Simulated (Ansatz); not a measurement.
Mulliken charges of C3H5NO (`NC1=C(O)C1`) from r2SCAN/def2-TZVPP in Ansatz (PBE0-D4/def2-TZVP geometry).

| atom | x (Å) | y (Å) | z (Å) | charge (e) |
| --- | --- | --- | --- | --- |
| N1 | -1.119 | 1.229 | -0.814 | -0.343 |
| C2 | -0.272 | 0.295 | -0.277 | 0.111 |
| C3 | 0.003 | -0.835 | 0.277 | 0.082 |
| O4 | -0.424 | -2.034 | 0.703 | -0.319 |
| C5 | 1.042 | 0.211 | 0.457 | -0.159 |
| H6 | -1.949 | 0.837 | -1.234 | 0.168 |
| H7 | -0.665 | 1.881 | -1.437 | 0.166 |
| H8 | 0.337 | -2.529 | 1.019 | 0.217 |
| H9 | 1.153 | 0.727 | 1.421 | 0.031 |
| H10 | 1.977 | 0.168 | -0.112 | 0.045 |

Q: By hand: the dipole of these point charges (1 e Å = 4.8032 D).

A: Σ q r = (0.083, 0.092, -0.211) e Å, of length 0.245 e Å = 1.18 D.

Q: How does the dipole of the full density compare? (An estimate is asked.)

A: The calculation gave: (0.087, -0.016, -0.221) e Å, 1.14 D; the point charges give 1.04 times that, at 26° from its direction.

Point charges leave out the atoms' own dipoles, such as those of lone pairs, and Mulliken's split depends on the basis, so the two needn't agree.
